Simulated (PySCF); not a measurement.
oxygen (O2), SMILES O=O (connectivity only; charge and spin as stated), neutral, multiplicity 3. The structure is a stationary point at PBE0-D3(BJ)/def2-TZVPD.

These are PySCF with PBE0-D3(BJ)/def2-TZVPD values and carry that method's errors.

Harmonic wavenumbers (cm⁻¹): 1713. Rotational constants (GHz): 44.42 (linear); symmetry number 2.

Problem. Work out the zero-point energy and the ideal-gas rigid-rotor harmonic-oscillator thermochemistry at 298.15 K and 1 atm.

Solution. ZPE = ½ Σ hcν = ½ × 1713 cm⁻¹ = 2.45 kcal/mol. H − E(el) = 4.52 kcal/mol. Entropy in cal/(mol K): translation 36.32, rotation 10.43, vibration 0.00, spin 2.18, total 48.94. G − E(el) = -10.07 kcal/mol. Cp = 6.99 cal/(mol K).
